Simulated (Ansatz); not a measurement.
Consider the atomization: `CSC(N)F` → 2 C• + F• + 6 H• + N• + S•.

Isolated molecules relaxed with PBE0-D4/def2-TZVP in Ansatz; ΔE leaves out vibrations. CCSD(T)/CBS is the MP2 limit (def2-TZVPP, def2-QZVPP) plus CCSD(T) − MP2 in def2-TZVPP, frozen cores. This one scheme is used for every species, atoms too. DFT in def2-TZVPP. B3LYP here is the variant with VWN-RPA as its local correlation; programs differ in this. Open shells (•) are unrestricted, without spin–orbit coupling. Spin–orbit coupling would lower the free atoms: a little for C, F, S. Each species was taken in one conformer, which may not be the lowest.

| level | ΔE (kJ/mol) | difference from CCSD(T)/CBS |
| --- | --- | --- |
| PBE-D4 | 4103.4 | 122.4 |
| PBE0-D4 | 4005.7 | 24.7 |
| B3LYP-D4 | 3986.2 | 5.2 |
| PBE | 4083.0 | 102.0 |
| SCS-MP2/def2-TZVPP | 3911.9 | -69.1 |
| CCSD(T)/def2-TZVPP | 3862.0 | -119.0 |
| HF/def2-QZVPP | 2768.3 | -1212.7 |
| MP2/def2-QZVPP | 4000.8 | 19.8 |
| SCS-MP2/def2-QZVPP | 3989.9 | 8.9 |
| MP2/CBS(def2) | 4049.8 | 68.8 |
| CCSD(T)/CBS | 3981.0 | 0 |

Largest T1 diagnostic among the species: 0.011.

The D4 term adds +32.9 kJ/mol with B3LYP and +17.0 kJ/mol with PBE0; it sums over pairs of atoms, weighted by their polarisabilities, and B3LYP, whose exchange is more repulsive, gets the larger term. In def2-TZVPP, CCSD(T) changes the Hartree–Fock value by +1098.8 kJ/mol (the triples alone add +68.2 kJ/mol) and MP2 by +1167.6 kJ/mol; breaking electron pairs costs correlation energy, which Hartree–Fock lacks. From PBE to PBE0 (25 % exact exchange), in def2-TZVPP and without D4, ΔE moves by −94.3 kJ/mol: exact exchange takes away binding that semilocal exchange gives to molecules.

For atomizations the MP2-based limit and the directly extrapolated one differ by several kJ/mol either way, and by 10 to 25 for some Ge, Se and Sn compounds, so smaller differences from it don't rank the levels.
